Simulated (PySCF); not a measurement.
**Static response to an electric field**

C₃H₇NO.
Atom-mapped SMILES: `[H]/[N:5]=[C:3](\[O:2][CH3:1])[CH3:4]` (hydrogens: H6, H7, H8 on C1; H9, H10, H11 on C4; H12 on N5)

Structure used (GFN2-xTB), in Å, numbered top down from 1:
```xyz
12
C3H7NO angstrom
C     -1.7706   -0.4485    0.1648
O     -0.3983   -0.7470    0.0299
C      0.4825    0.2880   -0.0454
C      1.8859   -0.2121   -0.1863
N      0.2475    1.5183   -0.0114
H     -2.2835   -1.4074    0.2038
H     -1.9672    0.1078    1.0874
H     -2.1383    0.1265   -0.6915
H      1.9690   -0.8146   -1.0877
H      2.1365   -0.8401    0.6653
H      2.5624    0.6333   -0.2396
H     -0.7246    1.7951    0.0846
```

Level: wB97X-D/def2-SVPD (PySCF), static field, nuclei fixed, core orbitals frozen in the response. The polarisability tensor in these axes (au):

```
x   56.72  0.23 -1.70
y    0.23 53.07  0.11
z   -1.70  0.11 39.34
```

Q: Diagonalise the tensor; give its mean and Δα, where Δα² is half the sum of the squared differences of the eigenvalues.

A: Principal values 39.18, 53.06 and 56.90 au; mean 49.71 au = 7.37 Å³ = 8.20 × 10⁻⁴⁰ C²·m²/J; Δα = 16.15 au (32 % of the mean).

Q: What is the dipole moment, and where does it point?

A: (-1.74, -1.28, 0.15) D, 2.17 D in size, pointing from the negative to the positive side. Measured along this direction, the outermost atoms are H11 at the negative end and H6 at the positive end.

Q: Give the eigenvalues of the traceless quadrupole moment Θ = ½Σq(3rr − r²1), origin at the centre of nuclear charge.

A: -7.92, -0.71, 8.62 D·Å. The values depend on the origin, since the dipole doesn't vanish. The electronic extent ⟨r²⟩ about the same centre is 446 bohr², a root-mean-square distance of 1.77 Å for the 40 electrons.

Q: What would n − 1 = 2πNα be for an ideal gas of these molecules at 500 K and 1 atm, electronic part alone?

A: N = p/kT = 1.4678 × 10¹⁹ cm⁻³, so n − 1 = 2π × N × 7.37 × 10⁻²⁴ cm³ = 679 × 10⁻⁶ at long wavelengths.

Q: Find the Langevin capture rate constant for H3O+ (19.018 u) meeting this molecule (73.053 u), k = 2.342 × 10⁻⁹ cm³/s × √(α in Å³ / reduced mass in u).

A: The reduced mass is 15.09 u, so k = 1.64 × 10⁻⁹ cm³/s. The formula leaves out the permanent dipole, which adds to the capture rate.

Q: Estimate the molar refractivity from the static electronic polarisability.

A: Lorentz–Lorenz: R = (4π/3)N_A α = 2.5225 cm³/(mol·Å³) × 7.37 Å³ = 18.6 cm³/mol, in the limit of long wavelengths.

Q: Directions of the eigenvectors, and the extent of the frame along each?

A: Largest value along (0.99, 0.06, -0.10), where the nuclei span 4.97 Å; middle along (-0.05, 1.00, 0.01), 3.11 Å; least along (0.10, -0.01, 1.00), 1.79 Å. The response follows the extents in order.

The structure is a single GFN2-xTB conformer in the gas phase; no vibrational or solvent corrections.

The run behind these numbers computed excited states as well. Time: 16 s of wall time. Hardware: one thread, Arm Neoverse V1 (shared host).
